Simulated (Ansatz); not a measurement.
C₄H₁₀O (`CCC(C)O`), one more setting.

```yaml
crystal:
  periodic: [false, false, false]
  atoms:
    - {symbol: C, position_ang: [-0.342900, 1.886726, 0.150780]}
    - {symbol: C, position_ang: [0.245160, 0.552328, 0.575978]}
    - {symbol: C, position_ang: [0.030548, -0.561175, -0.439364]}
    - {symbol: C, position_ang: [0.637345, -1.868296, 0.013484]}
    - {symbol: O, position_ang: [-1.348179, -0.811660, -0.663783]}
    - {symbol: H, position_ang: [-0.113496, 2.670412, 0.875656]}
    - {symbol: H, position_ang: [0.055560, 2.205877, -0.817297]}
    - {symbol: H, position_ang: [-1.433208, 1.842835, 0.071256]}
    - {symbol: H, position_ang: [-0.190294, 0.236386, 1.530320]}
    - {symbol: H, position_ang: [1.322776, 0.662311, 0.738948]}
    - {symbol: H, position_ang: [0.504033, -0.258803, -1.388205]}
    - {symbol: H, position_ang: [0.177571, -2.190805, 0.951032]}
    - {symbol: H, position_ang: [1.712494, -1.761302, 0.171851]}
    - {symbol: H, position_ang: [0.470255, -2.645552, -0.733746]}
    - {symbol: H, position_ang: [-1.749667, -0.009984, -1.007508]}
basis:
  gaussian: {orbitals: ANO-RCC-VTZP}
hamiltonian: {xc: {name: revPBE}, dispersion: d3bjatm, pseudopotentials: {relativity: scalar}}
output: {forces: true}
```

```sh
$ ansatz run in.yaml --threads 4 --pin off --events-out ev --progress --plain --max-ram 10444MiB
```

It prints (some lines left out):

```
Functional definition: revPBE
1654 factors; their error is unknown
mean field evaluation 1: about -6344.7823 eV, gradient 8.8e1 eV
mean field evaluation 2: about -6299.8928 eV, gradient 1.6e2 eV
mean field evaluation 4: about -6361.9025 eV, gradient 1.5e1 eV
mean field evaluation 8: about -6362.3355 eV, gradient 2.9e-1 eV
mean field evaluation 16: about -6362.2866 eV, gradient 6.5e-4 eV
mean field -6362.28657734 eV, -233.8097192043 hartree, gradient 3.9e-5 eV, S^2 0.000000; 0 other end points of the search recorded, 0 dependent functions left out
reference -6362.28666405 eV, -233.8097223912 hartree; 21, 21 occupied and 269, 269 virtual orbitals, 1654 factors
Total energy: -6363.03089312 eV, -233.8370723051 hartree
Relativity: scalar
Atom 0 at    -0.342900     1.886726     0.150780 Å, force    -0.047528     0.166554    -0.034561 eV/Å
Atom 1 at     0.245160     0.552328     0.575978 Å, force     0.115783     0.034219     0.180039 eV/Å
Atom 2 at     0.030548    -0.561175    -0.439364 Å, force     0.380371     0.116140    -0.066439 eV/Å
Atom 3 at     0.637345    -1.868296     0.013484 Å, force     0.102384    -0.188226     0.050343 eV/Å
Atom 4 at    -1.348179    -0.811660    -0.663783 Å, force    -0.608759    -0.543212    -0.013014 eV/Å
Atom 5 at    -0.113496     2.670412     0.875656 Å, force     0.042032     0.164378     0.145002 eV/Å
Atom 6 at     0.055560     2.205877    -0.817297 Å, force     0.074261     0.068092    -0.192411 eV/Å
Atom 7 at    -1.433208     1.842835     0.071256 Å, force    -0.217434     0.001933    -0.021731 eV/Å
Atom 8 at    -0.190294     0.236386     1.530320 Å, force    -0.076796    -0.060821     0.183753 eV/Å
Atom 9 at     1.322776     0.662311     0.738948 Å, force     0.209148     0.021043     0.036665 eV/Å
Atom 10 at     0.504033    -0.258803    -1.388205 Å, force     0.114104     0.069156    -0.192421 eV/Å
Atom 11 at     0.177571    -2.190805     0.951032 Å, force    -0.080884    -0.071742     0.188478 eV/Å
Atom 12 at     1.712494    -1.761302     0.171851 Å, force     0.207070     0.017524     0.032305 eV/Å
Atom 13 at     0.470255    -2.645552    -0.733746 Å, force    -0.021813    -0.171417    -0.146710 eV/Å
Atom 14 at    -1.749667    -0.009984    -1.007508 Å, force    -0.191939     0.376380    -0.149298 eV/Å
Dipole moment:     0.168144     0.285060    -0.019446 e Å
```

Run time 4.4 s (4 threads of an Intel Xeon 6975P-C on a shared host); peak host memory 0.61 GiB.
